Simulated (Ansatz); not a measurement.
**H2N (charge -1): comparison of methods with full CI from a Python script**

A script is to give a comparison of methods with full CI; the system is H2N (charge -1). SMILES: [NH2-].

Program: Ansatz 0.2.0, driven from Python. The levels of theory stand in the script. These are calculated values, not measurements.

### 1 The system

Bond lengths: N1–H2 1.053 Å, N1–H3 1.053 Å. Angles: H2–N1–H3 100.9°.

The script holds or builds the structure itself.

### 2 Script

Contents of fci_h2n.py:

```python
# -*- coding: utf-8 -*-
import ansatz

BASIS = "6-31G"
CHARGE = -1

GEOMETRY = """
N     0.35366   -0.20981    0.17435
H     0.12522    0.81750    0.15759
H    -0.47888   -0.60769   -0.33194
"""

h2n = ansatz.Crystal.molecule()
for line in GEOMETRY.strip().splitlines():
    symbol, *xyz = line.split()
    h2n = h2n.atom(symbol, [float(v) for v in xyz])

base = h2n.calculation().basis(gaussian=BASIS).charge(CHARGE)
exact = base.correlation("fci").run(threads=1).report
print(f"full CI {exact['free_energy_ev'] / 27.211386246:.7f} Ha over {exact['configurations']['states'][0]['n_determinants']} determinants")
print("natural occupations", [round(n, 4) for n in exact["configurations"]["natural_occupations"]])
print(f"hf       misses {1000 * (exact['reference_energy_ev'] - exact['free_energy_ev']) / 27.211386246:9.3f} mHa")
for method in ["mp2", "ccsd", "ccsd_t", "ccsdt_q"]:
    e = base.correlation(method).run(threads=1).report["free_energy_ev"]
    print(f"{method:8s} misses {1000 * (e - exact['free_energy_ev']) / 27.211386246:9.3f} mHa")
```

### 3 The run

Started as:

```bash
python fci_h2n.py
```

Q: Predict the main results. Wanted: natural occupations; hf misses full CI by; mp2 misses full CI by; ccsd misses full CI by; ccsd_t misses full CI by; ccsdt_q misses full CI by; correlation energy, last run.

**Answer**, as computed:

```
                    quantity                                                                           value
         natural occupations  1.9841, 1.9762, 1.9625, 1.9618, 0.0339, 0.0325, 0.0216, 0.0148, 0.0053, 0.0039
        hf misses full CI by                                                                     128.189 mHa
       mp2 misses full CI by                                                                      12.745 mHa
      ccsd misses full CI by                                                                       2.240 mHa
    ccsd_t misses full CI by                                                                       0.487 mHa
   ccsdt_q misses full CI by                                                                       0.001 mHa
               runs compared                                                                               5
correlation energy, last run                                                                       -3.488 eV
```

In words: The natural occupations stay near whole numbers, so one determinant describes the state well. Against full CI in this basis, ccsdt_q comes nearest; 1.6 mHa is 1 kcal/mol. mp2 catches 90 % of the correlation energy of ccsdt_q. Full CI is exact only within this small basis and its frozen core, at an unrelaxed geometry. Anions want diffuse functions, which this basis lacks.
